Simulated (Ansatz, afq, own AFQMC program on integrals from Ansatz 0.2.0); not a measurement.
Two steps: Ansatz 0.2.0 writes the Fock matrix and Cholesky factors of the valence space, and afq projects on them the lowest state that overlaps trial and start.

```yaml
crystal:
  periodic: [false, false, false]
  atoms:
    - {symbol: Si, position_ang: [0.000000, -0.101589, 0.514766]}
    - {symbol: O, position_ang: [0.000000, 0.107669, -0.993765]}
    - {symbol: H, position_ang: [0.000000, 1.121646, 1.430812]}
basis:
  gaussian: {orbitals: cc-pVTZ}
magnetization: {spin_polarized: true, initial_magnetization: 1}
correlation: {method: ccsd_t, electrons: outside_noble_gas, hamiltonian_folder: ham}
```

```sh
$ ansatz run in.yaml --threads 1 --pin off --events-out ev --progress --plain --max-ram 24576MiB --backend cuda --devices 0, --max-vram 18GiB
```

Options of the walk:

```
--method free --trial cisd --walkers 1200 --time-step 0.03 --max-blocks 4000 --target-error 0.0004 --factor-cut 1e-05 --seed 9639 --times 0,0.21,0.42,0.81,1.2,1.8,2.4,3 --taylor-order 8
```

Times are imaginary, in 1/Eh. The walk had a cap of 119 s.

Output of the walk:

```
orbitals 72  electrons 6 5  factors 460 of 467
reference energy -364.36833661 Eh
CCSD correlation -0.34603498 Eh in 15 cycles, weight of the determinant in the CISD state 0.8685
repeat  energy at the last time / Eh  error
    10  -364.731120  0.001231
    20  -364.732921  0.000909
    30  -364.733317  0.000757
    40  -364.733388  0.000600
    50  -364.733297  0.000547
    60  -364.733162  0.000498
    70  -364.733064  0.000441
    80  -364.732996  0.000413
    90  -364.732911  0.000378
time / (1/Eh)  energy / Eh  error  mean overlap
  0.00  -364.714278  0.000081  1.1514
  0.21  -364.724671  0.000108  1.1492
  0.42  -364.727986  0.000107  1.1491
  0.81  -364.730299  0.000134  1.1513
  1.20  -364.731595  0.000146  1.1547
  1.80  -364.732483  0.000206  1.1564
  2.40  -364.732983  0.000267  1.1603
  3.00  -364.732915  0.000374  1.1730
energy -364.732915 +/- 0.000374 Eh
```

The run passed its tests (error under three times the target), which doesn't prove that it has relaxed.

Against this walk (error 10.2 meV) on the same determinant: CCSD(T) 33.4 meV higher, CCSDT(Q) 29.6 meV lower, the released energy of a separate walk with a CISD trial 23.6 ± 18.9 meV lower (within the noise). The error is statistical, and a free projection of finite length keeps a remainder of its start.

Cautions: remainder of the start not in the error.

The walk took 80 s on 1 × NVIDIA H100 80GB HBM3 with 2 threads of AMD EPYC 7R13 Processor (Zen 3) (shared host) (the card was shared). The log's last line is the free-projection energy.

CCSDT and higher add their correlation energy to the determinant of the CCSD(T) run, since their own runs factorise the integrals more tightly (a shift of under 2 meV). A walk keeps the symmetry of its determinant, which the program's search chose and which needn't be the lowest solution, so a lower state of the same spin and another symmetry isn't excluded.
